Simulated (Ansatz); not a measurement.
Molecule: hydrogen peroxide, H2O2, charge 0, multiplicity 1. SMILES: OO

Atoms: O1, O2, H3, H4. Bonds: O1-O2, O1-H3, O2-H4.

Bond lengths (Å) and angles (degrees) optimised at HF/STO-3G with Ansatz (a first-principles code); HF/6-31G* with Ansatz; B3LYP/LANL2DZ with Ansatz, each started from the B3LYP-D3(BJ)/def2-TZVP structure (Ansatz) of the last column. A row stands for all coordinates that are equal there. 6-31G* holds six Cartesian d functions. No wavenumbers were computed at HF/STO-3G, B3LYP/LANL2DZ, so these may be saddle points.

```tsv
coordinate	HF/STO-3G	HF/6-31G*	B3LYP/LANL2DZ	B3LYP-D3(BJ)/def2-TZVP
O1-O2	1.396	1.396	1.513	1.450
O1-H3	1.001	0.949	0.987	0.968
O2-O1-H3	101.1	102.1	99.5	100.5
```

Mean signed difference of all 3 bond lengths from B3LYP-D3(BJ)/def2-TZVP: HF/STO-3G 0.004 Å, HF/6-31G* -0.030 Å, B3LYP/LANL2DZ 0.034 Å.
